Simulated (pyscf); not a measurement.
Structures and frequencies: ωB97X-D3(BJ)/def2-SVP in PySCF. Correlated levels are frozen-core, on RHF or UHF. ΔMP2 is the change of the MP2 total energy from the triple- to the quadruple-zeta basis.

Question: PBE/def2-TZVP puts the barrier of HO–PH₂ (SMILES OP) + SiH₂ (SMILES [SiH2]) [singlet] -> HO–SiH₂–PH₂ (SMILES O[SiH2]P) (insertion; singlet surface; O–P broken, P–Si, O–Si formed) at -14.3 kcal/mol and the reaction energy at -85.6 kcal/mol, from the separated reactants. What do PBE0-D3(BJ)/def2-TZVP, M06-2X/def2-TZVP, CCSD(T)/def2-TZVPP + ΔMP2(QZVPP) give on the same structures?

Answer: PBE0-D3(BJ): ΔE‡ = -12.1 kcal/mol, ΔE = -89.7 kcal/mol; M06-2X: ΔE‡ = -6.8 kcal/mol, ΔE = -85.4 kcal/mol; CCSD(T): ΔE‡ = -4.8 kcal/mol, ΔE = -85.7 kcal/mol. PBE's barrier lies under all of them, by 2.2 to 9.5 kcal/mol. Its reaction energy lies among theirs. Low barriers are usual for a GGA, whose delocalisation error favours stretched bonds. On the reactant side the descent ends in an adduct with a O–Si contact, 19.9 kcal/mol under the separated species and 10.9 kcal/mol under the saddle at ωB97X-D3(BJ)/def2-TZVP. At PBE, PBE0-D3(BJ), M06-2X, CCSD(T) the saddle lies under the separated reactants, which points to a path from their complex (located at ωB97X-D3(BJ) alone). What is counted as formed (O–Si) is already present as a longer contact in the reactant adduct; forming that adduct is a step of its own. At ωB97X-D3(BJ) the barrier from the zero used here is -9.0 kcal/mol. This is the saddle that the search found; another between the same sides may lie lower. The CCSD(T) − MP2 part came from Ansatz, without density fitting, on the same reference.
